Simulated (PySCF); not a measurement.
## F: ionisation energy

F [He] 2s2 2p5 (2P) → F+ [He] 2s2 2p4 (3P), as a difference of total energies. Calculation: PySCF 2.14, in x2c-QZVPPall; scalar relativity by spin-free X2C-1e. Correlated levels: valence: 1s2 frozen. The calculations carry no spin-orbit coupling.

| method | ionisation energy (eV) | error (eV) |
| --- | --- | --- |
| UHF | 15.637 | -1.790 |
| MP2 (valence) | 17.340 | -0.087 |
| SCS-MP2 (valence) | 17.343 | -0.084 |
| CCSD (valence) | 17.232 | -0.195 |
| CCSD(T) (valence) | 17.290 | -0.137 |

Reference: 17.427 eV (measured; NIST levels, between the centres of gravity of the two terms).

Errors of the correlated levels include the incompleteness of this basis and the frozen core.
